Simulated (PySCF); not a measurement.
Zinc-blende BAs: correlation energy from several methods in one and the same small orbital space (PySCF; 2 atoms at the zone centre, 8 electrons in 22 orbitals, empty ones MP2 natural orbitals of a TZ basis, lattice constant set to 4.777 Å). It tests the methods against each other and lies far from the crystal's limit.

Full CI gives -2.6843 eV per atom.

What share of it do MP2, CCSD, CCSD(T), CCSDT, CCSDT(Q) recover?

MP2 68.6 %; CCSD 96.9 %; CCSD(T) 99.0 %; CCSDT 99.6 %; CCSDT(Q) 99.9 %.

```csv
method,E_corr (eV per atom),share of full CI (%),error (meV)
MP2,-1.8404,68.6,844
CCSD,-2.6017,96.9,83
CCSD(T),-2.6568,99.0,28
CCSDT,-2.6748,99.6,10
CCSDT(Q),-2.6803,99.9,4
full CI,-2.6843,100.0,0
```

The Hartree–Fock determinant has a weight of 0.85 in the full CI state.

MP2, (T) and (Q) use filled levels shifted down by the Madelung term, which in so small a cell is a large part of the gap, so these rows hang on it.
